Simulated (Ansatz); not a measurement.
```yaml
crystal:
  periodic: [false, false, false]
  atoms:
    - {symbol: Ta, position_ang: [0.000000, 0.000000, 0.000000]}
    - {symbol: Cl, position_ang: [0.000000, 0.000000, 2.470000]}
basis:
  gaussian: {orbitals: def2-TZVP}
total_charge: 1
magnetization: {spin_polarized: true, initial_magnetization: 1}
hamiltonian: {xc: pbe0}
relax: {f_tol: 0.004, max_steps: 80}
```

```sh
$ ansatz run in.yaml --threads 1 --pin off --events-out ev --progress --plain --max-ram 2176MiB
```

Steps of the relaxation (energy above the last step; positions in Å, forces in eV/Å):

```
2
step 1, 773.4 meV
Ta    0.000    0.000    0.000    0.000    0.000    3.939
Cl    0.000    0.000    2.470    0.000    0.000   -3.939
```

```
2
step 2, 75.7 meV
Ta    0.000    0.000    0.195    0.000    0.000   -2.112
Cl    0.000    0.000    2.275    0.000    0.000    2.112
```

```
2
step 3, 3.3 meV
Ta    0.000    0.000    0.149    0.000    0.000    0.385
Cl    0.000    0.000    2.321    0.000    0.000   -0.385
```

```
2
step 6, 0.0 meV
Ta    0.000    0.000    0.157    0.000    0.000    0.000
Cl    0.000    0.000    2.313    0.000    0.000    0.000
```

Close pairs at the end: Ta1–Cl2 2.156 Å.

A stationary point of unrestricted PBE0 after 6 steps, with ⟨S²⟩ = 1.602 against 0.75 for a pure state. 34 s on 1 thread of Intel Xeon 6975P-C, shared host.
